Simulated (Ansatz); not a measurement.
**Match the barriers**

Saddle point of AlNH$_{4}$O, singlet (AlNH₄O ([NH2][AlH][OH]) → AlHO ([OH][Al]) + NH₃ (still joined by a long Al–N bond); bonds formed: N2–H3; bonds broken: Al1–H3; bonds weakened to dative contacts: Al1–N2), PBE0-D4/def2-TZVP structure:

```xyz
7
angstrom
Al -0.7170 0.5501 0.1269
N 0.4196 -0.9008 0.4990
H 0.2407 0.1993 1.4968
O -0.4542 1.0970 -1.4702
H 0.0476 -1.6330 1.0960
H 1.2856 -1.2238 0.0619
H -0.8221 1.9114 -1.8101
```

Ansatz 0.2.0; basis: def2-TZVPP, with def2-QZVPP for the basis limit; cores frozen in the correlated methods. B3LYP uses VWN-RPA correlation. Extrapolation: Hartree–Fock as exp(−7.88 √X), correlation as X^−2.97. Four methods, as single points on the PBE0-D4 structures, gave these electronic barriers from the start structure: 55.18, 67.33, 76.14, 89.44 kcal/mol.

Q: The methods were, in alphabetical order, B3LYP-D4, BHLYP-D4, HF, SPW92. Which gave which? (A judgement: the text doesn't fix the answer.)

A: By the calculation: SPW92 55.18; B3LYP-D4 67.33; BHLYP-D4 76.14; HF 89.44 kcal/mol. For comparison, CCSD(T) at an estimated basis limit (MP2 extrapolated from triple and quadruple zeta, plus CCSD(T) − MP2 in triple zeta) gives 69.18 kcal/mol.

No T1 diagnostic of these runs exceeds 0.016. The restricted Hartree–Fock reference is unstable towards an unrestricted one at one or more of these structures. A large double-excitation amplitude points to some diradical character; no triplet was computed.

Labels in which every atom is bracketed show which atoms are joined, not bond orders.

For scale, one of the runs: CCSD(T)/def2-TZVPP, 160 basis functions, launched by `ansatz run in.yaml --threads 2 --pin off --events-out ev --progress --plain --max-ram 4352MiB`. Hardware: 2 CPU threads of an Arm Neoverse V2, shared host. Wall time 18 s; peak host memory 1.2 GiB.
